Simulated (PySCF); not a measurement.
Work out the structure from these simulated measurements.

Elements present: C, H, O and Si. Monoisotopic mass: 62.0188 u.

| Property | Result |
| --- | --- |
| 1H NMR | chemical shifts (computed TMS as zero) by class: 4.77 (3 H), 3.52 (3 H) ppm [GIAO B97-2/pcSseg-2] |
| Rotational structure | rotational constants A, B, C: 34.004, 5.525, 5.201 GHz [PBE0-D3(BJ)/def2-SVP] |
| Dipole | 1.04 D [B97-2/pcSseg-2] |
| XPS | Si2p3/2 107.5, C1s 292.5, O1s 538.2, Si1s 1847.4 eV [ΔSCF SCAN, pcX-2 on the ionised atom, pcseg-1 elsewhere, spin-free X2C, 2p3/2 from a spin–orbit splitting computed afterwards within the 2p shell] |
| 13C NMR | chemical shifts (computed TMS as zero) by class: 55.7 (1 C) ppm [GIAO B97-2/pcSseg-2] |
| NMR, other nuclei | isotropic shieldings of nuclei other than C and H, by class: 335 (1 O), 381 (1 Si) ppm [GIAO B97-2/pcSseg-2] |

Electronic properties: PySCF, gas phase, density fitting. Levels stand in brackets. Isolated species at its PBE0-D3(BJ)/def2-SVP geometry, gas phase. Each NMR value is the plain mean over a class of atoms that symmetry, rotation or inversion makes alike.

Problem. Which formula fits the mass and the elements?

Solution. CH6OSi (calculated 62.0188). No other formula that holds each of these elements comes within 0.0003 u with a fitting electron parity and a possible valence count.

Problem. Give a SMILES that accounts for the data.

Solution. Numbering: `[CH3:1][O:2][SiH3:3]`. Its formula, CH6OSi, gives 0 degrees of unsaturation, so no ring and no π bond. The one carbon: methoxy carbon [C1] (55.7 ppm). Hydrogen classes from least to most shielded: 3 H on an oxygen-bound silicon, Si3 (4.77 ppm), 3 H on a methoxy carbon, C1 (3.52 ppm). The other shieldings belong to: 335 ppm, silyl ether oxygen [O2]; 381 ppm, oxygen-bound silicon [Si3]. The core levels belong to: Si2p3/2 107.5 eV, oxygen-bound silicon [Si3]; C1s 292.5 eV, methoxy carbon [C1]; O1s 538.2 eV, silyl ether oxygen [O2]; Si1s 1847.4 eV, oxygen-bound silicon [Si3]. The optimised geometry has point group Cs and is an asymmetric top. Structure: `CO[SiH3]`. Computed isomers that give other values at the same levels: `C[SiH2]O` (core binding energies: Si2p3/2 107.2, C1s 290.4, O1s 538.5, Si1s 1847.1 eV). The assignments are read from this structure; whether some other isomer fits the data as well wasn't checked.
